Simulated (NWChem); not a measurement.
All runs are NWChem calculations. System: CH₂ (+1), charge 1, spin multiplicity 2, at a geometry optimised with UPBE/def2-SVP. The structure started from a generated list of species. Its SCF solution wasn't tested for a lower state. Level: UB2PLYP/def2-TZVP, 1 core orbitals frozen.

Input file:

```
start mol
memory heap 200 mb stack 900 mb global 1100 mb
charge 1
geometry units angstroms nocenter noautoz
  C      0.000000     0.000000     0.092360
  H      1.057177     0.000000    -0.277081
  H     -1.057177     0.000000    -0.277081
  symmetry group C2v
end
basis spherical
  * library def2-tzvp
end
dft
  xc hfexch 0.53 becke88 0.47 lyp 0.73 mp2 0.27
  dftmp2
  odft
  mult 2
  semidirect memsize 60000000 filesize 0
  iterations 100
end
mp2
  freeze core 1
end
task dft energy
```

NWChem printed:

```
             Northwest Computational Chemistry Package (NWChem) 7.3.0
             --------------------------------------------------------

                                NWChem Input Module
                                -------------------

 Scaling coordinates for geometry "geometry" by  1.889725989
 (inverse scale =  0.529177249)

 Turning off AUTOSYM since
 SYMMETRY directive was detected!

                             Geometry "geometry" -> ""
                             -------------------------

 Output coordinates in angstroms (scale by  1.889725989 to convert to a.u.)

  No.       Tag          Charge          X              Y              Z
 ---- ---------------- ---------- -------------- -------------- --------------
    1 C                    6.0000     0.00000000     0.00000000     0.09236000
    2 H                    1.0000     1.05717700     0.00000000    -0.27708100
    3 H                    1.0000    -1.05717700     0.00000000    -0.27708100

 Effective nuclear repulsion energy (a.u.)       5.9206905035

            Nuclear Dipole moment (a.u.)
            ----------------------------
        X                 Y               Z
 ---------------- ---------------- ----------------
     0.0000000000     0.0000000000    -0.0000037795

      Symmetry information
      --------------------

 Group name             C2v
 Group number             16
 Group order               4
 No. of unique centers     2

      Symmetry unique atoms

     1    2


 Summary of "ao basis" -> "" (spherical)
 ------------------------------------------------------------------------------
       Tag                 Description            Shells   Functions and Types
 ---------------- ------------------------------  ------  ---------------------
 *                         def2-tzvp                  on all atoms

  dft_input: which_mp2 not specified, using semidirect MP2 by default.

                                 NWChem DFT Module
                                 -----------------

 Summary of "ao basis" -> "ao basis" (spherical)
 ------------------------------------------------------------------------------
       Tag                 Description            Shells   Functions and Types
 ---------------- ------------------------------  ------  ---------------------
 C                         def2-tzvp                11       31   5s3p2d1f
 H                         def2-tzvp                 4        6   3s1p

 Summary of "ao basis" -> "ao basis" (spherical)
 ------------------------------------------------------------------------------
       Tag                 Description            Shells   Functions and Types
 ---------------- ------------------------------  ------  ---------------------
 C                         def2-tzvp                11       31   5s3p2d1f
 H                         def2-tzvp                 4        6   3s1p

      Symmetry analysis of basis
      --------------------------

        a1         19
        a2          4
        b1         12
        b2          8

            General Information
            -------------------
          SCF calculation type: DFT
          Wavefunction type:  spin polarized.
          No. of atoms     :     3
          No. of electrons :     7
           Alpha electrons :     4
            Beta electrons :     3
          Charge           :     1
          Spin multiplicity:     2
          Use of symmetry is: on ; symmetry adaption is: on
          Maximum number of iterations: 100
          AO basis - number of functions:    43
[...]
    40     -1.313964  3 H  s                  4      0.581664  1 C  s
    14     -0.422651  1 C  pz                 3      0.218183  1 C  s
     2     -0.124132  1 C  s                  8     -0.122967  1 C  pz
    33     -0.122560  2 H  s                 39     -0.122560  3 H  s

   alpha - beta orbital overlaps
   -----------------------------

   alpha      1      2      3      4      5      6      7      8      9     10
    beta      1      2      3      5      4      6      7      8     11      9
 overlap   1.000  0.994  1.000  0.974  0.999  0.998  0.998  0.999  0.977  0.999

   alpha     11     12     13     14     15     16     17     18     19     20
    beta     10     12     13     14     16     15     17     18     19     20
 overlap   0.998  0.998  0.997  1.000  0.996  0.999  0.998  0.998  0.970  1.000

   alpha     21     22     23     24     25     26     27     28     29     30
    beta     21     22     23     24     25     26     27     28     29     30
 overlap   0.970  1.000  1.000  0.999  1.000  1.000  1.000  1.000  0.999  0.999

   alpha     31     32     33     34     35     36     37     38     39     40
    beta     31     32     34     35     36     33     37     38     39     40
 overlap   0.998  0.998  0.712  0.998  0.996  0.712  0.999  1.000  1.000  0.999

   alpha     41     42     43
    beta     41     42     43
 overlap   1.000  1.000  1.000

     --------------------------
     Expectation value of S2:
     --------------------------
      <S2> =      0.7534 (Exact =     0.7500)

 center of mass
 --------------
 x =   0.00000000 y =   0.00000000 z =   0.07413230

 moments of inertia (a.u.)
 ------------------
           0.841145215550           0.000000000000           0.000000000000
           0.000000000000           8.885814712742           0.000000000000
           0.000000000000           0.000000000000           8.044669497192

     Multipole analysis of the density
     ---------------------------------

     L   x y z        total         alpha         beta         nuclear
     -   - - -        -----         -----         ----         -------
     0   0 0 0      1.000000     -4.000000     -3.000000      8.000000

     1   1 0 0     -0.000000     -0.000000     -0.000000      0.000000
     1   0 1 0     -0.000000     -0.000000     -0.000000      0.000000
     1   0 0 1     -0.209962     -0.385605      0.175646     -0.000004

     2   2 0 0     -1.531765     -5.009962     -4.504011      7.982209
     2   1 1 0      0.000000      0.000000      0.000000      0.000000
     2   1 0 1     -0.000000     -0.000000      0.000000      0.000000
     2   0 2 0     -3.265308     -1.924867     -1.340441      0.000000
     2   0 1 1     -0.000000     -0.000000      0.000000      0.000000
     2   0 0 2     -4.150966     -3.437960     -1.444110      0.731104

                   NWChem MP2 Semi-direct Energy/Gradient Module
                   ---------------------------------------------

  Basis functions       =     43
  Molecular orbitals    =     43
  Frozen core           =      1
  Frozen virtuals       =      0
  Active alpha occupied =      3
  Active beta occupied  =      2
  Active alpha virtual  =     39
  Active beta virtual   =     40
  Use MO symmetry       = T
  Use skeleton AO sym   = T

  AO/Fock/Back tols     =   1.0D-09  1.0D-09  1.0D-09

 GA uses MA = F    GA memory limited = T

 Available:
  local mem=  4.43D+07
 global mem=  1.44D+08
 local disk=  0.00D+00
  mp2_memr nvloc                    39
  nvloc new                    39
   1 passes of   3:        3145728                       9619                    379542.
   1 passes of   3: M     44323807           G      144175502           F      41178079.

 Semi-direct pass number   1 of   1  for UHF alpha       at        0.8s
  vrange nnbf                   946
  mp2_eaftype                    10  avail_ma_in_mb                   386
 EAF : mp2_eaftype filesize          10     189771.
  mp2_eaf for mointskh                     10
Node 0 wrote      0.9 Mb in      0.0 s     Agg I/O rate:  1400.7 Mb/s
 Done moints_semi at        1.1s
  mp2_eaftype                    10  avail_ma_in_mb                   386
 EAF : mp2_eaftype filesize          10     189771.
  mp2_eaf for kh                    10
 Done maket at        1.1s
 Done multipass loop at        1.1s

 GA uses MA = F    GA memory limited = T

 Available:
  local mem=  4.43D+07
 global mem=  1.44D+08
 local disk=  0.00D+00
  mp2_memr nvloc                    40
  nvloc new                    40
   1 passes of   2:        3145728                       7770                    260535.
   1 passes of   2: M     44323807           G      144175502           F      41178079.

 Semi-direct pass number   1 of   1  for UHF beta        at        1.1s
  vrange nnbf                   946
  mp2_eaftype                    10  avail_ma_in_mb                   386
 EAF : mp2_eaftype filesize          10     130268.
  mp2_eaf for mointskh                     10
Node 0 wrote      0.6 Mb in      0.0 s     Agg I/O rate:  1450.9 Mb/s
 Done moints_semi at        1.4s
  mp2_eaftype                    10  avail_ma_in_mb                   386
 EAF : mp2_eaftype filesize          10     130268.
  mp2_eaf for kh                    10
 Done maket at        1.4s
 Done multipass loop at        1.4s

          -------------------------------------------
          DFT energy                     -38.716407624446
          Unscaled MP2 energy             -0.110964289519
          Total DFT+MP2 energy           -38.746367982616
          -------------------------------------------

 -----------------------
 Performance information
 -----------------------

 Timer overhead =  2.21D-07 seconds/call

               Nr. of calls         CPU time (s)                 Wall time (s)                GFlops
             ---------------    -------------------     ------------------------------   -------------------
Name         Min   Avg   Max    Min     Avg     Max     Min     Avg     Max   Mx/calls   Min     Max     Sum
mp2: moin     2     2     2   0.59    0.59    0.59     0.59    0.59    0.59    0.30      0.0     0.0     0.0
mp2: make     2     2     2   1.67E-2 1.67E-2 1.67E-2  1.67E-2 1.67E-2 1.67E-2 8.34E-3   0.0     0.0     0.0
mp2: tota     1     1     1   0.69    0.69    0.69     0.69    0.69    0.69    0.69      0.0     0.0     0.0

 The average no. of pstat calls per process was 5.00D+00
 with a timing overhead of 1.11D-06s

 Task  times  cpu:        1.4s     wall:        1.4s

 Total times  cpu:        1.4s     wall:        1.4s
```
